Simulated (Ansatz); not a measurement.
**BF+ (doublet): wave-function methods side by side, def2-QZVPP**

One table from this session's results is given with a row withheld; the runs are named, their logs left out.

Program: Ansatz 0.2.0, Gaussian basis. Level of theory: def2-QZVPP, core rule «outside noble gas», up to 2 orbitals frozen. These are calculated values, not measurements.

Plan: UHF; ROHF; CCSD(T) on UHF.

### The system

The geometry is a PBE0/def2-TZVP stationary point (not a proven minimum).

2 atoms, charge 1, spin multiplicity 2.

Atoms are counted from 1 here; the program's logs count them from 0.

Bond lengths: B1–F2 1.212 Å.

Coordinates:

```xyz
2

B     0.00000    0.00000    0.00000
F     0.00000    0.00000    1.21230
```

Set-up of the first run:

Contents of in.yaml:

```yaml
crystal:
  periodic: [false, false, false]
  atoms:
    - {symbol: B, position_ang: [0.000000, 0.000000, 0.000000]}
    - {symbol: F, position_ang: [0.000000, 0.000000, 1.212300]}
basis:
  gaussian: {orbitals: "def2-QZVPP.json"}
total_charge: 1
magnetization: {spin_polarized: true, initial_magnetization: 1}
hamiltonian: {xc: hf}
output: {orbitals: {seedname: orbitals}}
```

The run is started by

```
$ ansatz run in.yaml --threads 1 --pin off --events-out ev --progress --plain --max-ram 2393MiB
```

Steps of the session up to this table: UHF; ROHF; CCSD(T) on UHF.

One of the session's tables, all rows but one given; the rest of the session is left out.

```
  method  from UCCSD(T) (kJ/mol)
    ROHF                  +853.6
     UHF                       ?
    UMP2                   +28.0
   UCCSD                   +29.3
UCCSD(T)                       0
```

Q: Estimate the row for UHF from the others.

**Answer.** from UCCSD(T) (kJ/mol): +851.6. In the column «from UCCSD(T) (kJ/mol)» it lies between UCCSD (+29.3) and ROHF (+853.6).
